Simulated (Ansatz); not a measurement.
A calculation with Ansatz (development build ahead of 0.2.0).

```yaml
crystal:
  periodic: [false, false, false]
  atoms:
    - { symbol: F, position_ang: [0.0, -0.35353, -1.09853] }
    - { symbol: H, position_ang: [0.0, 0.4188, -0.73473] }
    - { symbol: F, position_ang: [0.0, 0.35353, 1.09853] }
    - { symbol: H, position_ang: [0.0, -0.4188, 0.73473] }
basis:
  gaussian: { orbitals: STO-3G }
hamiltonian:
  xc: hf
```

The input is written out in the form of the current development build from the run's settings.

The run gave:

```
Converged                       : yes
Total energy                    : -197.11302 hartree
Spin squared of the determinant : 0.000
```

Caution: no unrestricted run beside it, a lower state can exist.
